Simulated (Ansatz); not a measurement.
Basis-set extrapolation for C$_{3}$H$_{6}$O$_{2}$, SMILES `C=COCO` (PBE0-D4/def2-TZVP geometry, frozen core, the Gaussian-basis code of Ansatz). Multiplicity 1, RHF reference.

|  | def2-TZVPP | def2-QZVPP |
| --- | --- | --- |
| HF | -266.895357 | -266.907841 |
| MP2 correlation | -0.969424 | -1.039921 |
| CCSD(T) correlation | -1.039524 | not run |

Energies in hartree. Use E(X) = E(∞) + A·exp(−7.88·√X) for Hartree–Fock and E(X) = E(∞) + B·X^(−2.97) for correlation, with X = 3 and 4, and add CCSD(T) minus MP2 of the smaller set to the MP2 limit.

Question: What is the CCSD(T) energy at the basis-set limit?

Answer: HF limit: -266.907841 + (-0.012484) × 0.13774 = -266.90956. MP2 limit: -1.039921 + (-0.070497) × 0.74074 = -1.09214. Higher-order term: -1.039524 − (-0.969424) = -0.07010. Total: -268.07180 hartree, 359.5 kJ/mol below CCSD(T)/def2-TZVPP.
